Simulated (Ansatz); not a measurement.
Rutile PbO₂ was calculated with LDA (PAW; Ansatz, a program for electronic structure).

Settings: plane-wave cutoff 520 eV, 12×12×16 k mesh (along the axes of the cell as run), Fermi–Dirac smearing 0.05 eV, scalar-relativistic PAW data made under PBE.

A third-order Birch–Murnaghan fit to the energies gives V0 = 13.776 Å³/atom, B0 = 140 GPa, B′ = 5.6.

```csv
V (Å³/atom),P (GPa)
13.224,[?]
13.500,[?]
13.776,0.00
14.051,[?]
14.327,[?]
```

Problem. Estimate the withheld pressures from this fit; the answers are the runs' own values.

Solution. 
- 13.224, P (GPa): 6.41
- 13.500, P (GPa): 3.00
- 14.051, P (GPa): -2.63
- 14.327, P (GPa): -4.92

The formula P = (3/2) B0 (x^(7/3) − x^(5/3)) [1 + (3/4)(B′ − 4)(x^(2/3) − 1)] with x = V0/V meets the computed pressures within 0.02 GPa when these rounded values are put in.

Shape and atoms are relaxed at each volume.

Note: the bulk modulus comes from volumes at which shape and atoms were relaxed.

Spin–orbit coupling is not included; it can shift volumes and moduli of such heavy elements.

The computed numbers hold no vibrational or temperature effects.
